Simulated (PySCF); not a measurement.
# SiH3Cl (chlorosilane): wB97X-V/STO-3G

What is the vertical ionisation energy of SiH3Cl (chlorosilane) at wB97X-V/STO-3G? 

The results are computed with PySCF 2.14.0.

9 further runs of the same task are left out: 9 set aside as unsound or not needed.

### Step 1. The system as given

The species is SiH3Cl (5 atoms), meant as a singlet with charge 0. As SMILES, `[SiH3]Cl`. The coordinates come from a PBE0-D4/def2-TZVP relaxation.

Bond lengths: Si1–Cl2 2.054 Å, Si1–H3 1.481 Å, Si1–H4 1.481 Å, Si1–H5 1.481 Å. Angles: Cl2–Si1–H3 108.5°, Cl2–Si1–H4 108.5°, Cl2–Si1–H5 108.5°, H3–Si1–H4 110.4°, H3–Si1–H5 110.4°, H4–Si1–H5 110.4°.

### Step 2. The energy at wB97X-V/STO-3G

Input file input.py:

```python
from pyscf import gto, dft

system = gto.M(
    atom='''
Si  -0.112000   0.018600  -0.030900
Cl   1.838300  -0.513500   0.329900
H   -0.950900  -0.488300   1.079100
H   -0.534700  -0.585700  -1.314900
H   -0.190800   1.495400  -0.104700
''',
    spin=0,
    verbose=3,
    basis='sto-3g',
    max_memory=1860,
)

ks = dft.RKS(system)
ks.xc = 'wb97x-v'
ks.grids.level = 5
ks.nlcgrids.level = 1
ks.conv_tol = 1e-10
ks.kernel()
if not ks.converged:
    ks = ks.newton().run(ks.mo_coeff, ks.mo_occ)

energy = ks.e_tot
print(f'total energy: {energy:.8f} hartree')
```

On the command line:

```bash
$ OMP_NUM_THREADS=1 python input.py
```

Output:

```text
converged SCF energy = -743.074056738237
total energy: -743.07405674 hartree
```

Run time: 16 s. Hardware: 1 thread of Arm Neoverse V1, shared host; peak memory 0.2 GiB.

### Step 3. The doublet cation, same level

Input file input.py:

```python
from pyscf import gto, dft

mol = gto.M(
    atom='''
Si    -0.211649     0.035149    -0.058393
Cl     3.473884    -0.970374     0.623421
H     -1.796941    -0.922753     2.039203
H     -1.010437    -1.106813    -2.484801
H     -0.360560     2.825896    -0.197854
''',
    charge=1,
    max_memory=1860,
    verbose=4,
    unit='bohr',
    basis='sto-3g',
    spin=1,
)

mf = dft.UKS(mol)
mf.xc = 'wb97x-v'
mf.grids.level = 5
mf.nlcgrids.level = 1
mf.conv_tol = 1e-10
mf.kernel()
if not mf.converged:
    mf = mf.newton().run(mf.mo_coeff, mf.mo_occ)

e_tot = mf.e_tot
print(f'total energy: {e_tot:.8f} hartree')
```

On the command line:

```bash
$ OMP_NUM_THREADS=1 python input.py
```

Output:

```text
PySCF version 2.14.0

[... 64 lines left out ...]
WARN: beta  nocc = 16  HOMO -0.373782324024586 >= LUMO -0.373769324213419
[... 54 lines left out ...]
converged SCF energy = -742.696512846771  <S^2> = 0.75281014  2S+1 = 2.0028082
total energy: -742.69651285 hartree
```

It took 26 s on 1 thread of Arm Neoverse V1, shared host; peak memory 0.21 GiB.

### Step 4. Summary of results

Level: wB97X-V/STO-3G.

```
                                          quantity          value
                      singlet SiH3Cl: total energy  -743.07406 Eh
                     singlet SiH3Cl: dipole moment         2.68 D
                       singlet SiH3Cl: HOMO energy       -9.10 eV
                       singlet SiH3Cl: LUMO energy        7.13 eV
                     singlet SiH3Cl: HOMO–LUMO gap       16.23 eV
                      doublet cation: total energy  -742.69651 Eh
doublet cation: HOMO energy (highest over α and β)      -17.75 eV
 doublet cation: LUMO energy (lowest over α and β)      -11.34 eV
                              doublet cation: ⟨S²⟩          0.753
vertical ionisation energy (to the doublet cation)      10.273 eV
```

In words: The vertical ionisation energy comes to 10.27 eV (237 kcal/mol). −ε(HOMO) before ionisation, 9.10 eV, is 1.17 eV below this ionisation energy. In a minimal basis such a difference can be off by several eV, whatever the method.
